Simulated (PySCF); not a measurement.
Molecule: `O=C(F)F`, CF₂O.

Numbering as in the mapped SMILES `[O:1]=[C:2]([F:3])[F:4]`.

Geometry PBE0-D3(BJ)/def2-SVP throughout; GIAO in PySCF 2.14, gas phase, one conformer, non-relativistic; equivalent atoms averaged; functional PBE0.

Question: How do the absolute shieldings σ depend on the basis set? (ppm; last column core-seconds on 1 thread of an Arm Neoverse V1, shared host)

Answer: 
```
    basis set  functions    O1     C2  F3/F4  core-s
       STO-3G         20  67.2  136.0  282.5    0.87
        6-31G         36   5.0   64.5  196.2     1.8
       6-31G*         56  53.1   65.9  221.1     2.3
     def2-SVP         56  43.7   61.7  225.9     2.2
6-311+G(2d,p)        108  19.8   44.9  199.9     3.9
    def2-TZVP        124  21.3   43.8  200.3     4.8
```

Question: Which nucleus moves most, in ppm?

Answer: C2 (carbonyl carbon): from 43.8 ppm with def2-TZVP to 136.0 ppm with STO-3G. The smallest spread is 62.2 ppm, at O1.

Question: Taking the largest basis, def2-TZVP (124 functions), as the yardstick, rank the others by their worst heavy-atom deviation.

Answer: 6-311+G(2d,p) 1.4 ppm (108 functions), 6-31G 20.7 ppm (36 functions), def2-SVP 25.6 ppm (56 functions), 6-31G* 31.8 ppm (56 functions), STO-3G 92.2 ppm (20 functions).

A small basis that lands close on one nucleus may do so by chance; judge by the trend and by all nuclei.
